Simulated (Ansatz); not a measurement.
# AlPN (quartet): from Hartree-Fock to the top rungs at a displaced geometry (v1), cc-pVDZ

One table from this session's results is given with a row withheld; the runs are named, their logs left out.

Computed with Ansatz 0.2.0, Gaussian basis. Level: cc-pVDZ, core rule «outside noble gas», up to 11 orbitals frozen.

The runs, in order: UHF; CCSD(T) on ROHF; CCSD(T) on UHF; BCCD(T) on ROHF; CISD; CCSDT(Q) on ROHF; CCSDT(Q) on UHF.

43 further runs of the same task are left out: 17 for a known fault of the program, 10 that didn't finish, 16 set aside as unsound or not needed.

## What is computed

The geometry is a PBE0/def2-TZVP stationary point (not a proven minimum) with its atoms shifted at random (size 0.040 Å).

3 atoms, charge 0, spin multiplicity 4.

Atoms are counted from 1 here; the program's logs count them from 0.

Bond lengths: Al1–P2 2.371 Å, Al1–N3 1.771 Å, P2–N3 1.616 Å. Angles: P2–Al1–N3 42.9°, Al1–P2–N3 48.3°, Al1–N3–P2 88.8°.

Set-up of the first run:

The input, in.yaml:

```yaml
crystal:
  periodic: [false, false, false]
  atoms:
    - {symbol: Al, position_ang: [-0.008815, 0.251994, 1.269590]}
    - {symbol: P, position_ang: [-0.009648, 0.219561, -1.101295]}
    - {symbol: N, position_ang: [0.038316, -0.970950, -0.010297]}
basis:
  gaussian: {orbitals: cc-pVDZ}
magnetization: {spin_polarized: true, initial_magnetization: 3}
hamiltonian: {xc: hf}
output: {orbitals: {seedname: orbitals}}
```

The run is started by

```bash
$ ansatz run in.yaml --threads 1 --pin off --events-out ev --progress --plain --max-ram 2393MiB
```

Among the steps run: UHF; CCSD(T) on ROHF; CCSD(T) on UHF; BCCD(T) on ROHF; CISD; CCSDT(Q) on ROHF; CCSDT(Q) on UHF.

One of the session's tables, all rows but one given; the rest of the session is left out.

It belongs to the step «Misses and costs». 

```
   method  from RCCSDT(Q) (meV)
     ROHF               +9257.6
      UHF               +8838.6
     RMP2                +815.0
     UMP2               +1170.0
     CISD               +1356.2
    RCCSD                +525.9
    UCCSD                +494.9
 RCCSD(T)                 +71.7
 UCCSD(T)                 +86.6
  BCCD(T)                 +74.2
   RCCSDT                     ?
   UCCSDT                 +43.6
RCCSDT(Q)                     0
UCCSDT(Q)                 -14.5
```

Estimate the missing values for RCCSDT.

The run gave: from RCCSDT(Q) (meV): +49.8. In the column «from RCCSDT(Q) (meV)» it lies between UCCSDT (+43.6) and RCCSD(T) (+71.7).

Limits of these values: Restricted and unrestricted rows rest on different reference determinants; where their highest levels disagree by more than a few hundredths of an eV, they describe different states and don't form one ladder.
